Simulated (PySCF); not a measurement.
# trans-1,2-difluoroethene (C₂H₂F₂): electronic excitations and core binding energies

What electronic excitations and core binding energies should trans-1,2-difluoroethene (C₂H₂F₂) (`F/C=C/F`) show?

The runs use PySCF 2.14.0, with density-fitted response routines of our own; the level of theory stands in each step. All values are computed, except where a source is named. Atoms count from 0, in the outputs and in this text.

## (1) The molecule as given

6 atoms, charge 0, multiplicity 1; geometry from: GFN2-xTB.

Bonds of the start (Å): F0–C1 1.34, C1–C2 1.32, C2–F3 1.34, C1–H4 1.08, C2–H5 1.08.

## (2) Ultraviolet spectrum: CAM-B3LYP/def2-SVPD

What the job is given:

```
{"job": {"kind": "uv", "xc": "CAM-B3LYP", "basis": "def2-SVPD", "nstates": 8, "ntriplets": 3}, "charge": 0, "multiplicity": 1}
F      1.622494    -0.698174     0.014906
C      0.630782     0.195569    -0.013202
C     -0.629381    -0.196310     0.006182
F     -1.618621     0.700376    -0.024100
H      0.970726     1.219198    -0.051810
H     -0.972877    -1.218670     0.046448
```

Level: TDDFT CAM-B3LYP/def2-SVPD, vertical, gas phase, core orbitals frozen in the response.

**Question.** This job is followed by: delta-SCF UKS SCAN, pcX-2 on the ionised atom, pcseg-1 elsewhere, spin-free X2C. Predict these results of the whole session: lowest singlet (CAM-B3LYP/def2-SVPD); brightest single state of those computed; lowest triplet; F1s binding energies, SCAN/pcX-2; C1s binding energies, SCAN/pcX-2.

The runs gave:

```
                                quantity                        value
    lowest singlet (CAM-B3LYP/def2-SVPD)  6.95 eV (178 nm), f = 0.000
brightest single state of those computed  state 2, 7.51 eV, f = 0.302
                          lowest triplet                      4.32 eV
        F1s binding energies, SCAN/pcX-2                 F0 693.72 eV
        C1s binding energies, SCAN/pcX-2                 C1 293.42 eV
```

What this shows: The first singlet state (HOMO→LUMO+1 0.84) lies at 6.95 eV and is dark; of the 8 states computed, the strongest absorption comes from state 2 at 7.51 eV. The lowest triplet lies 2.63 eV below the lowest singlet (triplets in Tamm-Dancoff, singlets in full TDDFT).
